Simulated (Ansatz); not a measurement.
`CC(=N)F` + HCl → `N=C(F)Cl` + CH₄  (substitution at a C–C bond)

Calculated with Ansatz (gas phase, PBE0-D4/def2-TZVP geometries, no zero-point term in ΔE). CBS: MP2 limit from def2 TZ/QZ plus the TZ coupled-cluster correction, frozen cores. This one scheme is used for every species. Functionals use def2-TZVPP. B3LYP here is the variant with VWN-RPA as its local correlation; programs differ in this. HSE06 is defined as in plane-wave codes. Each species was taken in one conformer, which may not be the lowest.

```tsv
level	ΔE (kJ/mol)	difference from CCSD(T)/CBS
LDA (SPW92)	26.4	-12.1
revPBE-D4	20.4	-18.1
PBE0-D4	30.4	-8.1
B3LYP-D4	29.1	-9.4
r2SCANh-D4	27.9	-10.6
HSE06-D4	30.1	-8.4
B2PLYP	31.3	-7.2
revPBE	19.5	-19.0
PBE0	30.3	-8.2
r2SCANh	27.7	-10.8
r2SCAN0	31.9	-6.6
BHLYP	38.4	-0.1
CCSD/def2-SVP	38.4	-0.1
MP2/def2-TZVPP	34.0	-4.5
CCSD/def2-TZVPP	41.6	3.1
HF/def2-QZVPP	48.2	9.7
CCSD(T)/CBS	38.5	0
```

Largest T1 diagnostic among the species: 0.013.

From PBE to PBE0 (25 % exact exchange), in def2-TZVPP and without D4, ΔE moves by +8.9 kJ/mol. In def2-TZVPP, CCSD(T) changes the Hartree–Fock value by −9.8 kJ/mol (the triples alone add −4.0 kJ/mol) and MP2 by −13.4 kJ/mol. Leaving LDA and LC-ωPBE aside and taking each functional with its dispersion term where it has one, the values, not all of them listed here, spread over 17.7 kJ/mol, from revPBE-D4 to BHLYP-D4. LDA lies +5.1 kJ/mol from PBE without D4.
